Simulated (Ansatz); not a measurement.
Input for Ansatz (development build ahead of 0.2.0):

```yaml
crystal:
  periodic: [false, false, false]
  atoms:
    - { symbol: F, position_ang: [0.0, 0.0, 2.0288] }
    - { symbol: Si, position_ang: [0.0, 0.0, 0.0] }
    - { symbol: C, position_ang: [1.9557, 0.0, -1.1291] }
basis:
  gaussian: { orbitals: STO-3G }
magnetization:
  spin_polarized: true
  initial_magnetization: 1
hamiltonian:
  xc: hf
```

The input is written out in the form of the current development build from the run's settings.

Results

```json
{
 "Converged": "yes",
 "Total energy": "-420.72542 hartree",
 "Spin squared of the determinant": "2.076",
 "Stability test": "minimum"
}
```

Caution: the unrestricted determinant is a mixture of spin states.
